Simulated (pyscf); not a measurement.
Structures and frequencies: ωB97X-D3(BJ)/def2-SVP in PySCF. MP2 and CC: frozen core, UHF for open shells. ΔMP2 is the change of the MP2 total energy from the triple- to the quadruple-zeta basis.

SMILES: [F][SnH2][F]
```xyz
5

F      1.8860    -0.8316    -0.9148
Sn     0.1717    -0.1523    -0.3472
F      0.1715     1.6679    -0.9872
H     -1.0193    -0.9930    -1.2114
H      0.1866    -0.0948     1.3464
```

How much does it cost (ΔH, 298 K, CCSD(T)/def2-TZVPP + ΔMP2(QZVPP)) to split F–SnH₂–F (SMILES [F][SnH2][F]) at its H–Sn bond into F–SnH•–F + H•?

H–Sn to F–SnH•–F + H•: 75.0 kcal/mol. The CCSD(T) − MP2 part came from Ansatz, without density fitting, on the same reference. The frozen core leaves the outer d or s,p core shells of the metals and heavy elements correlated in the MP2 and CC values, and def2-TZVPP describes them poorly, which can shift differences by a few kcal/mol. Elements past Kr carry the def2 core potentials, without spin-orbit coupling.
